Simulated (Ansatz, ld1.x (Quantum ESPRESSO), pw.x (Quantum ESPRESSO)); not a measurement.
# What a changed setting does to a pw.x run (diamond Ta)

Potential: PAW, ld1.x (Quantum ESPRESSO) 7.5, PBEsol; core [Kr] 4d10 4f14, reference 5s2 5p6 5d3 6s2 6p0; waves: 5s (bound): rcut 1.60, rcutus 1.70 bohr; 6s (bound): rcut 1.60, rcutus 1.70 bohr; 5p (bound): rcut 1.85, rcutus 2.15 bohr; 6p (bound, empty): rcut 1.85, rcutus 2.15 bohr; 5d (bound): rcut 1.35, rcutus 1.70 bohr; 5d channel at 0.15 Ry: rcut 1.35, rcutus 1.70 bohr; local part: all-electron potential smoothed inside 1.70 bohr (lloc = -2); core correction: Bessel-smoothed model core, default radius (core density twice the valence density); augmentation: BESSEL, radius 1.40 bohr.

The reference run (k-mesh 8³, cutoffs 55/440 Ry, Fermi–Dirac 0.01 Ry, mixing_beta 0.4, conv_thr 1e-9, no spin) gives -1.08 GPa at 27.110 Å³/atom, where all-electron LAPW gives -0.09 GPa. This run, with its own iteration cap, changes nosym to true.

```
&control
  calculation='scf', prefix='x', pseudo_dir='./', outdir='./tmp', tstress=.true., disk_io='none'
/
&system
  ibrav=0, nat=2, ntyp=1, ecutwfc=55, ecutrho=440, nbnd=22,
  occupations='smearing', smearing='fd', degauss=0.01, nosym=.true.
/
&electrons
  conv_thr=1e-09, mixing_beta=0.4, electron_maxstep=50
/
ATOMIC_SPECIES
Ta 1.0 Ta.UPF
CELL_PARAMETERS angstrom
  0.00000000 3.00406855 3.00406855
  3.00406855 0.00000000 3.00406855
  3.00406855 3.00406855 0.00000000
ATOMIC_POSITIONS crystal
Ta 0.0000 0.0000 0.0000
Ta 0.2500 0.2500 0.2500
K_POINTS automatic
8 8 8 0 0 0
```

```bash
pw.x < Ta.scf.in > Ta.scf.out
```

How does the run end?

It converges in 10 iterations; the free energy moves by +0.0 meV/atom and the pressure by +0.00 GPa. The result is that of the reference run.

```
lattice parameter (alat)  =       8.0283  a.u.
     unit-cell volume          =     365.8947 (a.u.)^3
     number of electrons       =        26.00
     number of Kohn-Sham states=           22
     kinetic-energy cutoff     =      55.0000  Ry
     charge density cutoff     =     440.0000  Ry
     scf convergence threshold =      1.0E-09
     Exchange-correlation= SLA  PW   PSX  PSC
     number of k points=   260  Fermi-Dirac smearing, width (Ry)=  0.0100
     iteration #  1     ecut=    55.00 Ry     beta= 0.40
     total energy              =   -1435.31852458 Ry
     estimated scf accuracy    <       0.04429063 Ry
     iteration #  2     ecut=    55.00 Ry     beta= 0.40
     total energy              =   -1435.31732901 Ry
     estimated scf accuracy    <       0.01020534 Ry
     iteration #  3     ecut=    55.00 Ry     beta= 0.40
     total energy              =   -1435.31773007 Ry
     estimated scf accuracy    <       0.00061365 Ry
     [... 4 iterations left out ...]
     iteration #  8     ecut=    55.00 Ry     beta= 0.40
     total energy              =   -1435.31797991 Ry
     estimated scf accuracy    <       0.00000005 Ry
     iteration #  9     ecut=    55.00 Ry     beta= 0.40
     total energy              =   -1435.31797991 Ry
     estimated scf accuracy    <          7.3E-09 Ry
     iteration # 10     ecut=    55.00 Ry     beta= 0.40
     the Fermi energy is    10.5250 ev
!    total energy              =   -1435.31797991 Ry
     estimated scf accuracy    <          5.2E-10 Ry
     smearing contrib. (-TS)   =      -0.01727900 Ry
     The total energy is F=E-TS. E is the sum of the following terms:
     one-electron contribution =     -82.60562970 Ry
     hartree contribution      =      54.85442993 Ry
     xc contribution           =    -237.03283212 Ry
     ewald contribution        =    -160.36466919 Ry
     one-center paw contrib.   =   -1010.15199983 Ry
     convergence has been achieved in  10 iterations
          total   stress  (Ry/bohr**3)                   (kbar)     P=      -10.83
     Message from routine punch:
     Nothing written, as per user request (disk_io='none')
```

The run took about 4.9 min on one core of a shared host (Neoverse-V1, 32 threads, 247 GiB, load 20).
